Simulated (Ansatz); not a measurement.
# BH2 (doublet): B97M-V, PBE0 over a scan of the distance B1–H2, aug-cc-pVDZ

How well do these functionals follow the top wave-function level for BH2 (doublet) over a scan of the distance B1–H2?

Program: Ansatz 0.2.0, Gaussian basis. Level of theory: aug-cc-pVDZ, all electrons in the functionals. These are calculated values, not measurements.

To be run: B97M-V, PBE0, at 0.962 Å; 1.075 Å; 1.191 Å; 1.340 Å; 1.487 Å; 1.619 Å; 1.933 Å; 2.152 Å; 2.646 Å; 3.291 Å; 4.139 Å.

15 further runs of the same task are left out: 11 that didn't finish, 4 set aside as unsound or not needed.

**1. The system**

The geometry derives from a PBE0/def2-TZVP stationary point (not a proven minimum). One bond is set to the value named and the two fragments are kept rigid.

3 atoms, charge 0, spin multiplicity 2.

Atoms are counted from 1 here; the program's logs count them from 0.

Bond lengths: B1–H2 1.191 Å, B1–H3 1.191 Å. Angles: H2–B1–H3 129.4°.

No dispersion term is added; B97M-V holds VV10 nonlocal correlation.

The geometry shown and the zero of energy belong to the point 1.191 Å. The yardstick, FCI, and other wave-function levels (R restricted, U unrestricted, valence and pair active spaces) come from earlier runs.

**2. B97M-V, 0.962 Å**

File in.yaml:

```yaml
crystal:
  periodic: [false, false, false]
  atoms:
    - {symbol: B, position_ang: [0.000000, -0.072308, -0.016288]}
    - {symbol: H, position_ang: [0.000000, 0.338793, -0.886023]}
    - {symbol: H, position_ang: [0.000000, 0.436765, 1.060720]}
basis:
  gaussian: {orbitals: aug-cc-pVDZ}
magnetization: {spin_polarized: true, initial_magnetization: 1}
hamiltonian: {xc: {name: B97M-V}}
```

Started as:

```
> ansatz run in.yaml --threads 1 --pin off --events-out ev --progress --plain --max-ram 2393MiB
```

After this run come: B97M-V, 1.075 Å; B97M-V, 1.191 Å; B97M-V, 1.340 Å; B97M-V, 1.487 Å; B97M-V, 1.619 Å; B97M-V, 1.933 Å; B97M-V, 2.152 Å; B97M-V, 2.646 Å; B97M-V, 3.291 Å; B97M-V, 4.139 Å; PBE0, 0.962 Å; PBE0, 1.075 Å; PBE0, 1.191 Å; PBE0, 1.340 Å; PBE0, 1.487 Å; PBE0, 1.619 Å; PBE0, 1.933 Å; PBE0, 2.152 Å; PBE0, 2.646 Å; PBE0, 3.291 Å; PBE0, 4.139 Å.

Before running them: what should the planned runs give, taken together? Wanted: span of the FCI curve; largest miss, B97M-V; largest miss, PBE0.

**Answer**, as computed:

| quantity | value |
| --- | --- |
| span of the FCI curve | 335.8 kJ/mol |
| largest miss, B97M-V | +30.5 kJ/mol (4.139 Å) |
| largest miss, PBE0 | +41.1 kJ/mol (4.139 Å) |

**Reading.** Of the functionals, B97M-V keep the smallest largest miss at the points compared (at most 30.5 kJ/mol) and PBE0 strays most (41.1 kJ/mol, at 4.139 Å). Functionals and the yardstick converge differently with the basis, so part of each miss in aug-cc-pVDZ is the basis.
